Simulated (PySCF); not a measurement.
Fill in the blanks.

Phthalazine radical anion, C₈H₆N₂ (charge -1 and doublet state).
SMILES: `c1ccc2cnncc2c1`

| property | level | value |
| --- | --- | --- |
| point group | PBE0-D3(BJ)/def2-SVP | ? |
| rotational constants A, B, C | PBE0-D3(BJ)/def2-SVP | 3.305, 1.207, 0.884 GHz |
| isotropic g value | unrestricted B3LYP/IGLO-III on C N, pcH-1 on H, mean-field spin–orbit | ? |
| spin squared ⟨S²⟩ | unrestricted B3LYP/IGLO-III on C N, pcH-1 on H | 0.761 |
| largest isotropic hyperfine couplings (means over sets of like nuclei) | unrestricted B3LYP/IGLO-III on C N, pcH-1 on H | ? |

The electronic properties come from PySCF, for the isolated species, density fitting. Isolated species at its PBE0-D3(BJ)/def2-SVP geometry, gas phase. Whether the extra electron is bound in the gas phase wasn't checked; a finite basis holds it in any case.

Q: The isotropic g value?

A: 2.00260.

Q: The point group?

A: C2v.

Q: Give the largest isotropic hyperfine couplings (means over sets of like nuclei).

A: 13C +20.4 (×2), 13C +20.1 (×2), 1H -17.8 (×2), 13C -17.5 (×2), 1H -17.4 (×2) MHz.

⟨S²⟩ is 0.011 above the pure-spin value S(S + 1) = 0.75. g_iso is shifted by about +280 ppm from the free-electron value 2.002319. At 9.50 GHz, hν = g·μB·B₀ (B₀ the magnetic field) puts the centre of the isotropic spectrum, to first order, at 338.9 mT. With B = h/(8π²I), that is 505.379 GHz u Å² over I, the principal moments of inertia are 152.9, 418.6 and 571.4 u Å² (most abundant isotopes); the inertial defect Ic − Ia − Ib is -0.1 u Å² (zero for a rigid planar frame, negative otherwise).
